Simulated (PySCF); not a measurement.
Frontier orbitals and the lowest excitations

Species: C₃H₆FNO.
Cartesian coordinates in Å at the GFN2-xTB level; atoms count from 1:
```xyz
12
C3H6FNO angstrom
N      0.202    1.639   -0.139
C     -0.153    0.439   -0.039
C      0.753   -0.724    0.317
O      2.102   -0.347    0.410
C     -1.603    0.110   -0.267
F     -1.796   -1.221   -0.534
H      1.185    1.800    0.082
H      0.469   -1.102    1.304
H      0.606   -1.535   -0.410
H      2.419   -0.087   -0.463
H     -1.999    0.682   -1.112
H     -2.182    0.345    0.634
```

Level of theory: TDDFT B3LYP/def2-SVPD, vertical, gas phase, core orbitals frozen in the response in PySCF.

Kohn–Sham orbitals with the atoms that hold most of them (Löwdin shares over 4%, at most four atoms; ? is withheld):

```tsv
orbital	ε (eV)	atoms
LUMO+2	0.52	C5 28%, F6 14%, H11 10%, H12 9%
LUMO+1	-0.06	O4 30%, H10 23%, C3 14%, C2 9%
LUMO	?	C2 35%, N1 33%, C5 8%, C3 6%
HOMO	-7.53	?
HOMO-1	-8.56	?
HOMO-2	-8.83	N1 32%, O4 18%, C2 17%, C5 8%
HOMO-3	-10.02	O4 40%, C3 13%, F6 10%, C5 8%
```

**Question.** Which atoms hold the HOMO, and with what shares?

**Answer.** N1 (bonded to C and H) 52%; C2 (bonded to 2 C and N) 13%; C3 (bonded to C, O and 2 H) 10%; H7 (bonded to N) 8%. By element: nitrogen 52%, carbon 23% or more, hydrogen 8% or more.

**Question.** Give the leading atoms of the HOMO-1.

**Answer.** O4 (bonded to C and H) 48%; N1 (bonded to C and H) 19%; C3 (bonded to C, O and 2 H) 9%; C2 (bonded to 2 C and N) 9%. By element: oxygen 48%, nitrogen 19%, carbon 18% or more.

**Question.** What is the LUMO energy, and the HOMO–LUMO gap?

**Answer.** ε(LUMO) = -0.74 eV; the gap is 6.80 eV (0.2497 hartree).

**Question.** The HOMO–LUMO gap is 6.80 eV. Where does the response calculation put the lowest singlet, and from which orbitals?

**Answer.** S1 is at 5.28 eV (f = 0.0025), 1.52 eV below the gap, made of HOMO→LUMO (98%). 

**Question.** Give energy, strength and leading configuration of S1, S2, S3, S5 and S7, and follow the Löwdin shares of the leading atoms from the occupied to the empty orbital.

**Answer.** 
- S1 (5.28 eV, f 0.0025), HOMO→LUMO (98%): N1 52% → 33%, C2 13% → 35%
- S2 (6.48 eV, f 0.0087), HOMO→LUMO+1 (97%): N1 52% → at most 9%, C2 13% → 9%, O4 at most 8% → 30%, H10 at most 8% → 23%
- S3 (6.76 eV, f 0.010), HOMO-1→LUMO (76%): O4 48% → at most 7%, N1 19% → 33%, C2 9% → 35%
- S5 (7.29 eV, f 0.023), HOMO-1→LUMO+1 (88%): O4 48% → 30%, N1 19% → at most 9%, H10 at most 10% → 23%
- S7 (7.79 eV, f 0.013), HOMO-2→LUMO+1 (86%): N1 32% → at most 9%, O4 18% → 30%, H10 at most 9% → 23%

On Arm Neoverse V2, one thread (shared host), this took 26 s (with the writing of density and orbital grids) and 0.66 GiB of memory at its peak.

One conformer stands for the species.
